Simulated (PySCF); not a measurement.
C5H8F (doublet state).
Atom-mapped SMILES: `[H]/[C:1]=[CH:2]\[C@H:3]([CH3:4])[CH2:5][F:6]` (hydrogens: H7 on C1; H8 on C2; H9 on C3; H10, H11, H12 on C4; H13, H14 on C5)

Cartesian coordinates in Å at the PBE0-D3(BJ)/def2-SVP level; atoms count from 1:
```xyz
14
C5H8F angstrom
C      2.307    0.783    0.474
C      1.317    0.292   -0.239
C     -0.084    0.022    0.266
C     -0.462   -1.446    0.098
C     -1.060    0.931   -0.465
F     -2.344    0.699   -0.037
H      2.472    1.115    1.500
H      1.493    0.041   -1.297
H     -0.130    0.285    1.337
H      0.199   -2.093    0.692
H     -0.380   -1.755   -0.957
H     -1.500   -1.611    0.421
H     -1.017    0.745   -1.554
H     -0.813    1.990   -0.283
```

The hyperfine couplings belong to this conformer and change with its torsions.

The calculation used UKS B3LYP, IGLO-III on C F, pcH-1 on H, non-relativistic, mean-field spin-orbit, GIAO in PySCF 2.14.0. One conformer (not necessarily the lowest) at the PBE0-D3(BJ)/def2-SVP geometry, without solvent, vibrations or thermal averaging. The SCF solution wasn't tested for stability.

Principal values of hyperfine tensors in MHz (contact and dipolar terms together), for some of the nuclei:

```tsv
atom	isotope	A1	A2	A3
C1	13C	247.98	271.06	465.09
C3	13C	61.48	62.48	84.34
H7	1H	18.83	42.61	89.63
C2	13C	-32.05	-9.37	5.34
F6	19F	3.27	3.66	20.29
C5	13C	-5.47	-4.94	-4.16
C4	13C	-5.15	-5.04	-3.52
H12	1H	3.36	3.77	6.09
```

Q: Split each tensor into its isotropic and traceless parts, and turn a_iso into mT with g = 2.0022.

A: a_iso is a third of the trace, T = A − a_iso, and a(mT) = a(MHz)/(g × 13.996).

```csv
atom,a_iso (MHz),a_iso (mT),T1,T2,T3
C1,328.05,11.706,-80.06,-56.98,137.05
C3,69.43,2.478,-7.95,-6.95,14.90
H7,50.36,1.797,-31.53,-7.74,39.27
C2,-12.03,-0.429,-20.02,2.65,17.37
F6,9.07,0.324,-5.80,-5.42,11.22
C5,-4.86,-0.173,-0.61,-0.08,0.69
C4,-4.57,-0.163,-0.58,-0.47,1.05
H12,4.41,0.157,-1.05,-0.64,1.68
```

Q: What spin density at the nucleus of H7 lies behind its contact coupling (g_N = 5.58569)?

A: a_FC = 800.24 MHz bohr³ × g_N × ρ(0)/(2S). With a_FC = 50.36 MHz and 2S = 1, ρ(0) = 0.01127 bohr⁻³. In magnitude that is 3.5 % of the 1/π = 0.318 of a free hydrogen atom.

Q: H8 (1H, g_N = 5.58569) isn't in the table. Its spin density at the nucleus is 0.02266 bohr⁻³. What is its contact coupling?

A: By the same relation, a_FC = 101.3 MHz. Its full tensor has the principal values 94.99, 95.35, 113.52 MHz.

Q: Which nucleus of the table has the largest anisotropic coupling, and what is its form?

A: C1: -80.1, -57.0, 137.0 MHz, rhombic: the two smaller values differ by 17 % of the largest.

Q: In a single crystal, with the field along each principal axis of the tensor of H7 in turn, what first-order splitting does this nucleus give (isotropic g, quadrupole terms neglected)?

A: 2 lines (I = 1/2), spaced by |A_i|/(g × 13.996): 0.67, 1.52, 3.20 mT along the axes of A1, A2 and A3.
